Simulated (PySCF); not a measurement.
C5H8: calculation and literature

Structure with atom numbers: `[CH2:1]=[CH:2][CH:3]1[CH2:4][CH2:5]1` (H(Xn): hydrogen on atom n). Ha(C4), Ha(C5) are cis to C2 on the ring; Ha(C1) is cis to C3; Hb(C4), Hb(C5) are trans to C2 on the ring; Hb(C1) is trans to C3.

The experiment to reproduce: δ ¹³C C3 14.7; C4/C5 6.6; δ ¹H H(C2) 5.32; Ha(C1) 5.04; Hb(C1) 4.84; H(C3) 1.35 ppm (measured; solution, not stated per compound (mostly CDCl3 or CCl4); Pretsch, Buehlmann, Badertscher, Structure Determination of Organic Compounds, 4th ed. (2009)). Coupling constants: ³J(H(C2),Hb(C1)) (cis) 10.4 Hz, ³J(H(C2),Ha(C1)) (trans) 17.1 Hz, ²J(Ha(C1),Hb(C1)) 1.8 Hz, ³J(H(C3),Hb(C4)) (cis) 8.2 Hz, ³J(H(C3),Ha(C4)) (trans) 4.9 Hz, ²J(Hb(C4),Ha(C4)) -4.5 Hz.

PySCF 2.14 calculation with couplings computed with B3LYP/pcJ-1 (without the spin–dipole term), NMR shieldings at PBE0/pcSseg-1/GIAO and geometry from GFN2-xTB; one averaged value for each set of equivalent atoms, single conformer, isolated molecule, no relativistic terms.

**Question.** How close does the calculation come?

**Answer.** 
Reference values: measured (solution, not stated per compound (mostly CDCl3 or CCl4); Pretsch, Buehlmann, Badertscher, Structure Determination of Organic Compounds, 4th ed. (2009)).
```csv
atoms,quantity,reference,computed,"computed, scaled"
C3,δ ¹³C,14.7,20.2,17.5
C4/C5,δ ¹³C,6.6,9.1,6.7
H(C2),δ ¹H,5.32,5.32,5.11
Ha(C1),δ ¹H,5.04,5.50,5.27
Hb(C1),δ ¹H,4.84,5.22,5.01
H(C3),δ ¹H,1.35,1.35,1.36
```

Computed shifts are σ(ref) − σ with the named reference compound (TMS for H and C) calculated as an isolated molecule at the same level. The measured values may be among those fitted. Shieldings were converted by linear fits to measured shifts (mostly CDCl3, TMS scale, for H and C): ¹³C (scatter 2.1 ppm rms, 2.3 ppm with the 13 outliers that the fit left out); ¹H (scatter 0.17 ppm rms, 0.18 ppm with the 4 outliers that the fit left out). Occasional misses reach two or three times the rms, and more in compound classes unlike the fitted ones.

Coupling constants in Hz:
| coupling | reference | computed | source |
| --- | --- | --- | --- |
| ³J(H(C2),Hb(C1)) cis | 10.4 | 11.5 | measured; solution (compiled); Pretsch, Buehlmann, Badertscher, Structure Determination of Organic Compounds, 4th ed., Springer 2009 |
| ³J(H(C2),Ha(C1)) trans | 17.1 | 17.4 | measured; solution (compiled); Pretsch, Buehlmann, Badertscher, Structure Determination of Organic Compounds, 4th ed., Springer 2009 |
| ²J(Ha(C1),Hb(C1)) | 1.8 | 0.2 | measured; solution (compiled); Pretsch, Buehlmann, Badertscher, Structure Determination of Organic Compounds, 4th ed., Springer 2009 |
| ³J(H(C3),Hb(C4)) cis | 8.2 | 9.1 | measured; solution (compiled); Pretsch, Buehlmann, Badertscher, Structure Determination of Organic Compounds, 4th ed., Springer 2009 |
| ³J(H(C3),Ha(C4)) trans | 4.9 | 5.2 | measured; solution (compiled); Pretsch, Buehlmann, Badertscher, Structure Determination of Organic Compounds, 4th ed., Springer 2009 |
| ²J(Hb(C4),Ha(C4)) | -4.5 | -6.1 | measured; solution (compiled); Pretsch, Buehlmann, Badertscher, Structure Determination of Organic Compounds, 4th ed., Springer 2009 |

**Question.** How far are the unscaled ¹³C shifts from the references?

**Answer.** Mean signed difference +4.00 ppm, mean absolute 4.00 ppm over 2 comparisons; the largest is +5.5 ppm at C3 (three-membered-ring carbon).

**Question.** How far are the unscaled ¹H shifts from the references?

**Answer.** Mean signed difference +0.21 ppm, mean absolute 0.21 ppm over 4 comparisons; the largest is +0.46 ppm at Ha(C1) (hydrogen on a terminal =CH2 carbon).

12 of the 17 published NMR values on file for this molecule are compared.

Unscaled 3J(H,H) at this level run about 10 % above measured values. Couplings across =CH–CH2 type bonds come from one rotamer and its mirror image, and can be 1–2 Hz further off. 3J across rotatable bonds or in flexible rings reflects this conformer alone.
